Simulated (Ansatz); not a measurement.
Geometry optimisation, RKS BHLYP-D4/def2-SVP in Ansatz 0.2.0.

input.yaml

```yaml
crystal:
  periodic: [false, false, false]
  atoms:
    - { symbol: O, position_ang: [-1.0514, 0.4096, -1.4935] }
    - { symbol: P, position_ang: [-0.3424, 1.1656, -0.2643] }
    - { symbol: Si, position_ang: [0.4805, -0.6007, 0.8049] }
    - { symbol: H, position_ang: [-1.9844, 0.3451, -1.3234] }
    - { symbol: H, position_ang: [0.8581, 1.5323, -0.9442] }
    - { symbol: H, position_ang: [1.3914, -0.1024, 1.9121] }
    - { symbol: H, position_ang: [1.3189, -1.4388, -0.1228] }
    - { symbol: H, position_ang: [-0.5787, -1.3679, 1.3753] }
basis:
  gaussian: { orbitals: def2-SVP }
hamiltonian:
  xc: { name: BHLYP }
  dispersion: d4
relax:
  f_tol: 0.02
  max_steps: 50
output:
  orbitals: {}
```

Command:

```bash
$ ansatz run input.yaml --threads 1 --pin off --max-ram 2048MiB --backend cpu --events-out ev --progress --plain --runs-dir out
```

Where does it end, and by what steps?

It converged. After 11 steps the energy has fallen by 0.201 eV; H4 moved furthest, 0.43 Å.

```tsv
step	energy less start (eV)	largest force component (eV/Å)	accepted
0	0.0000	2.134	yes
1	-0.1172	1.590	yes
2	-0.1780	0.852	yes
3	-0.1778	0.546	no
4	-0.1960	0.069	yes
5	-0.1982	0.202	yes
6	-0.1976	0.133	no
7	-0.2000	0.063	yes
8	-0.2010	0.031	yes
9	-0.2010	0.045	no
10	-0.2011	0.031	yes
11	-0.2011	0.016	yes
```

```xyz
8
Properties=species:S:1:pos:R:3
O -1.120 0.258 -1.458
P -0.426 1.128 -0.209
Si 0.557 -0.622 0.841
H -1.985 0.609 -1.661
H 0.774 1.553 -0.842
H 1.499 -0.077 1.849
H 1.286 -1.497 -0.104
H -0.492 -1.409 1.527
```

Whether the end is a true minimum wasn't checked by a vibrational analysis.

The run took 25 s on 1 thread of Arm Neoverse V2 (shared host), peak memory 0.16 GiB.
